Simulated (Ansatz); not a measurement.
Total energies of C₄H₆ClF, SMILES `C=CCC(F)Cl`.

Cartesian coordinates in Å:
```
C -1.417 -0.147 -1.414
C -0.961 -0.024 -0.177
C 0.334 -0.593 0.297
C 1.252 0.418 0.946
F 0.640 0.980 2.028
Cl 1.716 1.714 -0.178
H -0.853 -0.672 -2.178
H -2.371 0.274 -1.708
H -1.547 0.514 0.563
H 0.150 -1.360 1.060
H 0.873 -1.070 -0.525
H 2.184 -0.034 1.287
```

The species carries charge 0 and has multiplicity 1. The structure was optimised at the PBE0-D4/def2-TZVP level. It is one conformer, not always the lowest. Basis def2-TZVPP, Ansatz 0.2.0.

RPA on PBE orbitals: Hartree–Fock energy of these orbitals -713.92941 Eh, correlation -1.77282 Eh (frozen core).

| functional | energy without D4 (Eh) | D4 term (kJ/mol) |
| --- | --- | --- |
| PBE | -715.67677 | -25.3 |
| revPBE | -716.00532 | -83.2 |
| BLYP | -716.08148 | -56.1 |
| r2SCAN | -716.00409 | -6.5 |
| B97M-V | -716.02181 | – |
| PBE0 | -715.73372 | -21.3 |
| B3LYP | -716.19261 | -40.3 |
| r2SCAN0 | -715.97198 | -7.5 |
| HSE06 (plane-wave form) | -715.71269 | -19.7 |
| BHLYP | -716.03513 | -28.6 |
| CAM-B3LYP | -716.07420 | -21.4 |
| ωB97X-V | -716.02726 | – |
| ωB97M-V | -716.04965 | – |
| PBE-QIDH | -715.61470 | – |

**Question.** Give the same for LDA (SPW92), r2SCANh, LC-ωPBE, B2PLYP. (Best estimate.)

**Answer.** Computed: 
```tsv
functional	energy without D4 (Eh)	D4 term (kJ/mol)
LDA (SPW92)	-712.59024	–
r2SCANh	-715.99071	-6.8
LC-ωPBE	-715.88778	–
B2PLYP	-715.84374	–
```

B3LYP takes the VWN-RPA correlation (the form of Gaussian; ORCA's B3LYP/G). HSE06 is the plane-wave form, built on full-range PBE exchange. The double hybrids freeze the cores in their second-order part.

LC-ωPBE has ω = 0.4 bohr⁻¹.
